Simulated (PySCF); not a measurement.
**Fractional electron number in Li (lithium, neutral)**

The 2s alpha orbital of [He] 2s1 is emptied in steps (occupation f), with all orbitals relaxed, ending at 1s2. All numbers are calculated (PySCF 2.14, the spin-free X2C one-electron Hamiltonian (Gaussian nucleus), in jorge-DZP-DKH). The exact energy is a straight line in f; departures are measured from the line between the end points of the same method.

```json
{"f": "1", "UHF (eV)": "0.000", "LDA (eV)": "0.000", "PBE (eV)": "0.000", "PBE0 (eV)": "0.000", "LC-wPBE (eV)": "0.000", "BHandHLYP (eV)": "0.000", "M06-2X (eV)": "0.000"}
{"f": "0.8", "UHF (eV)": "0.000", "LDA (eV)": "-0.364", "PBE (eV)": "-0.374", "PBE0 (eV)": "-0.274", "LC-wPBE (eV)": "0.006", "BHandHLYP (eV)": "-0.201", "M06-2X (eV)": "-0.206"}
{"f": "0.6", "UHF (eV)": "0.000", "LDA (eV)": "-0.534", "PBE (eV)": "-0.552", "PBE0 (eV)": "-0.401", "LC-wPBE (eV)": "0.013", "BHandHLYP (eV)": "-0.298", "M06-2X (eV)": "-0.300"}
{"f": "0.4", "UHF (eV)": "0.000", "LDA (eV)": "-0.512", "PBE (eV)": "-0.535", "PBE0 (eV)": "-0.385", "LC-wPBE (eV)": "0.017", "BHandHLYP (eV)": "-0.293", "M06-2X (eV)": "-0.281"}
{"f": "0.2", "UHF (eV)": "0.000", "LDA (eV)": "-0.311", "PBE (eV)": "-0.337", "PBE0 (eV)": "-0.239", "LC-wPBE (eV)": "0.015", "BHandHLYP (eV)": "-0.189", "M06-2X (eV)": "-0.169"}
{"f": "0", "UHF (eV)": "0.000", "LDA (eV)": "0.000", "PBE (eV)": "0.000", "PBE0 (eV)": "0.000", "LC-wPBE (eV)": "0.000", "BHandHLYP (eV)": "0.000", "M06-2X (eV)": "0.000"}
```

```
   method  E(f=0) − E(f=1) (eV)  −ε at f=1 (eV)  −ε at f=0.4 (eV)
      UHF                 5.333           5.333             5.332
      LDA                 5.461           3.159             6.041
      PBE                 5.583           3.222             6.137
     PBE0                 5.565           3.827             5.984
  LC-wPBE                 5.576           5.597             5.588
BHandHLYP                 5.503           4.239             5.781
   M06-2X                 5.397           4.131             5.691
```

Orbital energy along the path (eV):

```tsv
f	UHF	LDA	PBE	PBE0	LC-wPBE	BHandHLYP	M06-2X
1	-5.333	-3.159	-3.222	-3.827	-5.597	-4.239	-4.131
0.8	-5.333	-4.123	-4.203	-4.565	-5.610	-4.758	-4.626
0.6	-5.333	-5.097	-5.187	-5.293	-5.609	-5.276	-5.239
0.4	-5.332	-6.041	-6.137	-5.984	-5.588	-5.781	-5.691
0.2	-5.332	-6.851	-6.982	-6.579	-5.537	-6.254	-6.116
0	-5.332	-6.474	-6.732	-6.306	-5.467	-6.482	-6.676
```

As f goes to zero the orbital energy of a semilocal functional can turn back, because the density of that orbital vanishes from the exchange-correlation potential.

Reference removal energy between the ground levels: 5.392 eV (measured; NIST Atomic Spectra Database, ionization energies). UHF lacks correlation.
